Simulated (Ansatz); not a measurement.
# CH3Cl2O: the cost of one run

Program: Ansatz 0.2.0. Level of theory: UKS PBE0-D4/def2-SVP. These are calculated values, not measurements.

**1. The starting structure**

Bond lengths: C2–Cl3 1.723 Å, C2–Cl4 1.731 Å, C2–H6 1.086 Å, O5–H7 0.958 Å. Angles: Cl3–C2–Cl4 114.8°, Cl3–C2–H6 112.8°, Cl4–C2–H6 112.5°.

Structure file:

```xyz
7

H    -0.3065    0.3936   -0.3235
C     0.6199   -0.5469    0.1364
Cl    0.5718   -1.8548   -0.9837
Cl    0.1367   -0.9533    1.7483
O    -1.0786    1.3131   -0.7373
H     1.5601   -0.0041    0.1084
H    -1.5034    1.6524    0.0514
```

**2. Pulling towards end A**

Springs on the bonds that form and break draw the guess towards this end; the thresholds are loose.

The input, input.yaml:

```yaml
crystal:
  periodic: [false, false, false]
  atoms:
    - { symbol: H, position_ang: [-0.3065, 0.3936, -0.3235] }
    - { symbol: C, position_ang: [0.6199, -0.5469, 0.1364] }
    - { symbol: Cl, position_ang: [0.5718, -1.8548, -0.9837] }
    - { symbol: Cl, position_ang: [0.1367, -0.9533, 1.7483] }
    - { symbol: O, position_ang: [-1.0786, 1.3131, -0.7373] }
    - { symbol: H, position_ang: [1.5601, -0.0041, 0.1084] }
    - { symbol: H, position_ang: [-1.5034, 1.6524, 0.0514] }
magnetization:
  spin_polarized: true
  initial_magnetization: 1
basis:
  gaussian: { orbitals: def2-SVP }
hamiltonian:
  xc: pbe0
  dispersion: d4
relax:
  f_tol: 0.15
  max_steps: 25
  restrain:
    - { distance: [0, 4], at: 2.27, k: 30.0 }
    - { distance: [1, 0], at: 1.07, k: 30.0 }
```

On the command line:

```bash
> ansatz run input.yaml --threads 2 --pin off --max-ram 3072MiB --backend cpu --events-out ev --progress --plain --runs-dir out
```

**Question.** How long does this run take on 2 threads of AMD EPYC 7B13 (Zen 3), shared host, and how much memory does it need?

About 62 s, with a peak of 0.24 GiB.
